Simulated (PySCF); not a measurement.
# Broadened absorption spectrum of C4H6ClN

C4H6ClN.
Structure used (GFN2-xTB), in Å, numbered top down from 1:
```
atom  x, y, z in Å
N1    -1.680    0.024    0.656
C2    -0.431   -0.557    0.249
C3     0.786   -0.058    1.000
C4     1.377    0.375   -0.110
Cl5    2.880    1.109   -0.450
C6     0.281   -0.027   -1.052
H7    -1.603    1.033    0.712
H8    -2.420   -0.209    0.003
H9    -0.538   -1.645    0.256
H10    1.034   -0.062    2.042
H11   -0.231    0.799   -1.543
H12    0.547   -0.783   -1.789
```

Method used: TDDFT wB97X-D/def2-SVPD, vertical, gas phase, core orbitals frozen in the response (PySCF).

Computed states:

```tsv
state	E (eV)	f
S1	5.99	0.0054
S2	6.76	0.267
S3	6.96	0.016
S4	7.24	0.0016
S5	7.41	0.0013
S6	7.44	0.0013
S7	7.82	0.022
S8	8.04	0.0028
```

Each state is given a Gaussian of 0.3 eV full width at half maximum, with ε(max) = 2.175×10⁸ f / Δν̃ (Δν̃ the width in cm⁻¹). The width is an assumption, not a result. The curve ends short of the highest state used, and states not computed would add to its high-energy end.

Question: What does the envelope look like, and where are its maxima?

Answer: 
```csv
E (eV),ε (L mol⁻¹ cm⁻¹)
5.54,1
5.60,4
5.65,13
5.70,36
5.76,93
5.81,176
5.87,308
5.92,415
5.98,483
6.03,464
6.08,381
6.14,246
6.19,145
6.25,70
6.30,64
6.36,193
6.41,585
6.46,1575
6.52,4231
6.57,8144
6.63,14596
6.68,20065
6.74,24074
6.79,23786
6.84,20337
6.90,14072
6.95,9040
7.01,4654
7.06,2477
7.12,1126
7.17,618
7.22,400
7.28,319
7.33,309
7.39,306
7.44,298
```

Maxima: 207 nm (5.99 eV), ε about 490, made up of S1 (100%); 183 nm (6.76 eV), ε about 24000, made up of S2 (98%) (ε in L mol⁻¹ cm⁻¹; maxima over ε = 5, shares over 10%).

Question: On this curve, what absorbance would a 10⁻³ mol/L sample give at 193 nm over a 1 cm path?

Answer: 193 nm is 6.424 eV, where ε is about 780 L mol⁻¹ cm⁻¹, so A = ε c l ≈ 0.78 (Beer–Lambert, with the gas-phase spectrum and the assumed width).

Question: What would ε be at 6.76 eV, the highest of these maxima, with half the width (0.15 eV)?

Answer: About 47900 L mol⁻¹ cm⁻¹ against 24400, a factor of about 1.96; a lone state at its own centre would give exactly 2.

Question: Coming from long wavelengths, where does ε first pass 100 L mol⁻¹ cm⁻¹?

Answer: At about 215 nm (5.77 eV), 0.23 eV below S1.

One conformer stands for the species.
